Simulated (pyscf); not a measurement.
Thermochemistry of product channels of `[CH3][Cl]` on the singlet surface, in kcal/mol, from ωB97M-D3(BJ)/def2-TZVP energies (ideal gas, 1 atm, RRHO with modes under 100 cm⁻¹ raised to 100, one conformer, R ln 2 for rigid chiral ones). Structures and frequencies: ωB97X-D3(BJ)/def2-SVP in PySCF.

```tsv
products	ΔE	ΔH(298 K)	ΔG(900 K)	ΔG(1200 K)
`[CH2]` [singlet] + `[ClH]`	___	+100.8	+69.0	+58.1
`[CH][Cl]` [singlet] + `[H][H]`	+104.5	+96.2	+66.3	___
```

Question: Complete the blanks.

Answer: 
- `[CH2]` [singlet] + `[ClH]`, ΔE: +107.8
- `[CH][Cl]` [singlet] + `[H][H]`, ΔG(1200 K): +55.6

These are energies of the channels, which say nothing of barriers. CH₂ [singlet] is an excited spin state, 8.9 kcal/mol over the triplet at ωB97X-D3(BJ). 2 of the closed-shell references are unstable towards spin polarisation; treat their single-reference values with care.
